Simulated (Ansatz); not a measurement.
This script drives Ansatz 0.2.0 through its Python package.

The script reads `hmgs.xyz`:
```text
3

Mg    1.47700   -0.62390    0.73210
S    -0.71530   -0.42280   -0.43450
H    -0.77260    0.98200   -0.31090
```

`freq_hmgs.py`:
```python
"""Vibrations and zero-point energy of HMgS."""

import itertools

import ansatz as az
from ase.data import atomic_numbers, covalent_radii
import numpy as np

geometry = az.Crystal.molecule_from_extxyz("hmgs.xyz")

calc = geometry.calculation()
calc = calc.basis(gaussian="def2-SVP")
calc = calc.functional("r2scan")
calc = calc.spin("collinear", total=1)
symbols = [site.symbol for site in geometry.cartesian_sites]
start = np.array([site.position_ang for site in geometry.cartesian_sites], dtype=float)
r = calc.relax(force_tolerance=0.003).run().report
end = np.array(r["positions_ang"])

# pairs closer than 1.2 times the sum of covalent radii, before or after
radius = [covalent_radii[atomic_numbers[s]] for s in symbols]
span = lambda where, i, j: np.linalg.norm(where[i] - where[j])
bonded = [(i, j) for i, j in itertools.combinations(range(len(symbols)), 2) if min(span(start, i, j), span(end, i, j)) < 1.2 * (radius[i] + radius[j])]
print("pair        before    after (A)")
for i, j in bonded:
    print(f"{symbols[i]}{i}-{symbols[j]}{j}".ljust(10), f"{span(start, i, j):8.4f} {span(end, i, j):8.4f}")
for first, second in list(itertools.combinations(bonded, 2)):
    shared = set(first) & set(second)
    if shared and symbols[(j := shared.pop())] != "H":
        i, k = sorted((set(first) | set(second)) - {j})
        u, v = end[i] - end[j], end[k] - end[j]
        angle = np.degrees(np.arccos(np.clip(u @ v / np.linalg.norm(u) / np.linalg.norm(v), -1, 1)))
        print(f"final angle {symbols[i]}{i}-{symbols[j]}{j}-{symbols[k]}{k}: {angle:.2f} deg")

# same settings at the minimum
minimum = az.Crystal.molecule()
for symbol, place in zip(symbols, end):
    minimum = minimum.atom(symbol, place.tolist())
vibrating = (
    minimum.calculation()
    .basis(gaussian="def2-SVP")
    .functional("r2scan")
    .spin("collinear", total=1)
    .phonons(temperatures=(200, 600, 100))
)
vib = vibrating.run().report["vibrations"]
sums = vib["harmonic_sums"]
modes = [m["omega_inv_cm"] for m in sums["modes_at_gamma"] if m["rigid_motion"] == "no"]
print("frequencies (1/cm):", " ".join(f"{w:.0f}" for w in modes))
print("imaginary modes:", sum(w < 0 for w in modes), " zero-point energy:", round(sums["zero_point_energy_ev"], 4), "eV")
print("T (K)   F_vib (eV)   S_vib (meV/K)   C_vib (meV/K)")
for row in zip(sums["temperatures_k"], sums["vibrational_free_energy_ev"], vib["entropy_ev_per_k"], vib["heat_capacity_ev_per_k"]):
    print(f"{row[0]:6.1f} {row[1]:11.4f} {1000 * row[2]:13.4f} {1000 * row[3]:15.4f}")
```

It is started by `python freq_hmgs.py`. Estimate its wall time and peak memory on 1 thread of Arm Neoverse V1, on a shared host.

It took about 36 s, with a peak of 0.22 GiB, for 2 runs of the engine.

```console
$ python freq_hmgs.py
pair        before    after (A)
Mg0-S1       2.4915   2.3535
S1-H2        1.4114   1.3542
final angle Mg0-S1-H2: 92.43 deg
frequencies (1/cm): 405 480 2681
imaginary modes: 0  zero-point energy: 0.2211 eV
T (K)   F_vib (eV)   S_vib (meV/K)   C_vib (meV/K)
 200.0      0.2196        0.0317          0.0791
 300.0      0.2143        0.0725          0.1200
 400.0      0.2052        0.1102          0.1406
 500.0      0.1925        0.1430          0.1530
 600.0      0.1767        0.1718          0.1627
```

These settings explore the input space; basis and method may be short of convergence. The frequencies are harmonic and unscaled, in a modest basis. The run takes the species as open-shell (spin multiplicity 2), which needn't be its ground state.
